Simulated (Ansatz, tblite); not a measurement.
Spin states of Si3H5, each relaxed with PBE0-D4/def2-TZVP in Ansatz. Electronic energies in the gas phase.

The xTB rows come from tblite. B3LYP takes the VWN-RPA correlation. Correlated methods freeze 15 core orbitals. The structure comes from a short search, and lower isomers may exist.

Doublet geometry (Cs within 0.1 Å):

```tsv
atom	x (Å)	y (Å)	z (Å)
Si1	1.684	-0.210	-0.156
Si2	-0.179	1.082	-0.571
Si3	-0.374	-1.141	0.295
H4	-1.054	-1.988	-0.718
H5	2.048	0.293	1.215
H6	-0.781	1.120	-1.928
H7	-0.839	-1.467	1.667
H8	-0.506	2.312	0.195
```

Quartet geometry:

```xyz
8

Si    0.158   -1.356   -1.874
Si    0.564   -0.703    0.305
Si   -0.095    1.522    0.492
H     0.033    2.111    1.856
H    -1.093   -0.940   -2.575
H     2.026   -0.815    0.552
H    -1.461    1.770   -0.042
H    -0.133   -1.588    1.286
```

⟨S²⟩: doublet 0.76 at PBE0-D4/def2-TZVP (pure 0.75), quartet 3.76 at PBE0-D4/def2-TZVP (pure 3.75).

Only these spin states were relaxed. The quartet has other bonds than the doublet, so the gap mixes isomer and spin.

```csv
level,quartet − doublet (kJ/mol),lowest of these
GFN1-xTB,243.5,doublet
GFN2-xTB,137.4,doublet
HF/STO-3G,60.2,doublet
HF/def2-TZVP,55.5,doublet
HF/def2-TZVPP,55.2,doublet
PBE-D4/def2-TZVP,171.8,doublet
revPBE-D4/def2-TZVP,162.4,doublet
BLYP-D4/def2-TZVP,165.3,doublet
r2SCAN-D4/def2-TZVP,154.2,doublet
B3LYP-D4/def2-TZVP,161.4,doublet
PBE0-D4/def2-TZVP,161.7,doublet
ωB97X-V/def2-TZVP,175.9,doublet
ωB97M-V/def2-TZVP,178.0,doublet
RPA@PBE/def2-TZVP,160.8,doublet
MP2/def2-TZVP,157.0,doublet
MP2/def2-TZVPP,158.0,doublet
CCSD/def2-TZVPP,146.9,doublet
CCSD(T)/def2-TZVPP,159.4,doublet
```

Change of the quartet − doublet gap on mixing in exact exchange, in kJ/mol: PBE to PBE0 (25 % exact exchange) -10.0; BLYP to B3LYP (20 % exact exchange) -3.8.

The xTB methods have no spin-polarisation term.
